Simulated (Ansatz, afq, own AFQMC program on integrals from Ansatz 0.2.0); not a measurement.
Two steps: Ansatz 0.2.0 writes the Fock matrix and Cholesky factors of the valence space, and afq projects on them the lowest state that overlaps trial and start.

```yaml
crystal:
  periodic: [false, false, false]
  atoms:
    - {symbol: Mo, position_ang: [0.000000, 0.000000, -0.223933]}
    - {symbol: O, position_ang: [0.000000, 0.000000, -1.890133]}
    - {symbol: Cl, position_ang: [0.000000, 0.000000, 2.114067]}
basis:
  gaussian: {orbitals: def2-TZVP}
total_charge: 1
magnetization: {spin_polarized: false}
correlation: {method: ccsd_t, electrons: outside_noble_gas, hamiltonian_folder: ham}
```

```sh
$ ansatz run in.yaml --threads 1 --pin off --events-out ev --progress --plain --max-ram 24576MiB --backend cuda --devices 0, --max-vram 18GiB
```

afq runs on the folder ham with

```
--method phaseless --trial cisd --walkers 3800 --populations 20 --least-time 60 --time-step 0.005 --steps-per-block 50 --equilibration-blocks 40 --max-blocks 4000 --target-error 0.00026 --factor-cut 1e-05 --seed 8600 --release-times 0.24,0.6,1.2,1.8,2.6 --release-step 0.04 --release-every 4 --taylor-order 6
```

Times are imaginary, in 1/Eh. The walk had a cap of 364 s. With eight or more populations the least sampling time is a fifth of least-time, and the error comes from their spread. Core potentials past Kr, no spin–orbit coupling.

Output of the walk:

```
orbitals 98  electrons 9 9  factors 723 of 774
reference energy -601.63594361 Eh
CCSD correlation -0.58942303 Eh in 20 cycles, weight of the determinant in the CISD state 0.7838
energy of the start -602.225380 Eh
 block  time / (1/Eh)  mean weight  energy / Eh
     1     0.250  0.9999  -602.214687
     2     0.500  0.9998  -602.227827
     3     0.750  1.0001  -602.238218
     4     1.000  1.0003  -602.247005
     5     1.250  0.9997  -602.253212
     7     1.750  1.0000  -602.264691
     9     2.250  1.0004  -602.265342
    11     2.750  1.0001  -602.264173
    21     5.250  0.9997  -602.271979
    31     7.750  0.9998  -602.274354
    41    10.250  0.9994  -602.270594
    51    12.750  0.9997  -602.267699
    61    15.250  1.0006  -602.270910
    71    17.750  0.9996  -602.270304
    81    20.250  1.0004  -602.269020
    91    22.750  0.9998  -602.269685
   101    25.250  1.0003  -602.273657
   111    27.750  0.9996  -602.270916
   121    30.250  1.0004  -602.267890
   131    32.750  1.0000  -602.270687
   141    35.250  1.0004  -602.263568
   146    36.500  0.9996  -602.263370
   151    37.750  0.9999  -602.272743
   161    40.250  1.0000  -602.268102
   171    42.750  0.9998  -602.270397
   176    44.000  0.9993  -602.279302
   181    45.250  0.9995  -602.269895
   191    47.750  1.0004  -602.266186
   201    50.250  1.0001  -602.266274
error from the spread of 20 populations
released: time / (1/Eh)  energy / Eh  error  mean overlap
  0.24  -602.269033  0.000483  0.9945
  0.60  -602.270115  0.000566  0.9884
  1.20  -602.270057  0.000792  0.9878
  1.80  -602.270967  0.001790  0.9827
  2.60  -602.272035  0.002555  0.9507
energy -602.268238 +/- 0.000461 Eh
(rows thinned)
```

The run passed its tests (sampling time, drift between the halves within three errors, error under three times the target), which doesn't prove that it has relaxed, ending at its cap on processor time. The second half of the sampling lies above the first by 1.6 errors of their difference, so the energy may still be moving and its error bar be too small.

Against this walk (error 12.5 meV) on the same determinant: CCSD(T) 19.2 meV higher (within the noise), CCSDT(Q) 69.0 meV lower. The error is statistical and leaves out the bias of the constraint. None of these is a sure reference here. Released to 1.20 1/Eh the energy moves by -50 ± 25 meV (both errors), within twice the noise.

Cautions: constraint bias not in the error; error above the target (12.5 against 7.1 meV); no spin-orbit coupling; outer-core shells of the metal frozen; another spin lies lower; restricted determinant unstable towards unrestricted (UHF 884 meV lower, ⟨S²⟩ 1.00); (T) is large, 7 % of the CCSD correlation.

The walk took 6.1 min on 1 × NVIDIA H100 80GB HBM3 with 2 threads of AMD EPYC 7R13 Processor (Zen 3), with other jobs on the host (the card was shared). The log's last line is the phaseless energy.

CCSDT and higher add their correlation energy to the determinant of the CCSD(T) run, since their own runs factorise the integrals more tightly (a shift of under 2 meV). A walk keeps the symmetry of its determinant, which the program's search chose and which needn't be the lowest solution, so a lower state of the same spin and another symmetry isn't excluded.
